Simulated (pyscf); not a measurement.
F–Si(F)(F)–F (SMILES F[Si](F)(F)F) + H₂O (SMILES O) + HF (SMILES F) → HO–Si(F)(F)–F (SMILES O[Si](F)(F)F) + HF (SMILES F) + HF (SMILES F), a multi-bond step (singlet surface; F–Si, H–O, F–H broken, O–Si, F–H, F–H formed). Single points on ωB97X-D3(BJ)/def2-SVP structures (PySCF, gas phase). Energies in kcal/mol from the separated reactants.

Small-basis levels: PySCF, no dispersion term, spherical d functions. AM1 to PM7: differences of heats of formation from MOPAC. GFN2-xTB: tblite. Cost: rough CPU time at the saddle relative to B3LYP/6-31G*, from one job on a shared machine.

```tsv
level	barrier	reaction energy	cost
SVWN5/6-31G*	-42.3	+12.6	0.8
PBE/6-31G*	-16.8	+14.1	1
B3LYP/LANL2DZ	-30.6	-0.5	0.6
B3LYP/6-31G*	-9.2	+14.1	1
M06-2X/6-31G*	-13.9	+12.2	2
B3LYP/6-311+G**	4.5	+5.0	1
GFN2-xTB	6.6	+7.1	under 0.02
PM6	31.5	+12.2	under 0.02
PM7	62.0	+11.4	under 0.02
ωB97M-D3(BJ)/def2-TZVP	2.7	+7.4	–
```

Against the last row the barrier runs from -45.0 (SVWN5/6-31G*) to +59.3 kcal/mol (PM7). ωB97M-D3(BJ)/def2-TZVP has limits of its own. On the reactant side the descent ends in an adduct with a O–Si contact, 5.0 kcal/mol under the separated species and 7.5 kcal/mol under the saddle at ωB97X-D3(BJ)/def2-TZVP. On the product side the descent ends in an adduct with a F–Si contact, 10.7 kcal/mol under the separated species and 6.3 kcal/mol under the saddle at ωB97X-D3(BJ)/def2-TZVP. At ωB97M-D3(BJ) the saddle lies under the separated products, which points to a path from their complex (located at ωB97X-D3(BJ) alone), and parting the products costs more than the saddle. What is counted as formed (O–Si) is already present as a longer contact in the reactant adduct; forming that adduct is a step of its own. What is counted as broken (F–Si) persists as a longer contact in the product adduct; parting that adduct is a step of its own. This is the saddle that the search found; another between the same sides may lie lower.
